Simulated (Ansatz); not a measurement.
# bcc Nb

Level of theory: revPBE (PAW; Ansatz, a first-principles code).

Run with plane-wave cutoff 520 eV, 24×24×24 k mesh, Fermi–Dirac smearing 0.05 eV, no spin polarisation, scalar-relativistic PAW data made under PBE.

Cell (relaxed at this level):

```cif
data_Nb
_chemical_formula_sum 'Nb1'
_space_group_name_H-M_alt 'P 1'
_space_group_IT_number 1
_cell_length_a 2.87838
_cell_length_b 2.87838
_cell_length_c 2.87838
_cell_angle_alpha 109.471
_cell_angle_beta 109.471
_cell_angle_gamma 109.471
loop_
_space_group_symop_operation_xyz
  'x, y, z'
loop_
_atom_site_label
_atom_site_type_symbol
_atom_site_fract_x
_atom_site_fract_y
_atom_site_fract_z
_atom_site_occupancy
Nb1 Nb 0.00000 0.00000 0.00000 1
```

| Property | Value |
|---|---|
| bulk modulus | 164 GPa |
| band gap | none |
| pressure derivative B′ of the bulk modulus | 3.7 |

Measured, for comparison: bulk modulus 173 GPa (0 K value with the zero-point phonon effect removed; as tabulated in Mejia-Rodriguez and Trickey (2018), arXiv:1807.09216). Computed (rounded) less measured: bulk modulus -5 %.

Spin–orbit coupling is not included.

The result took very roughly 30 core-seconds.
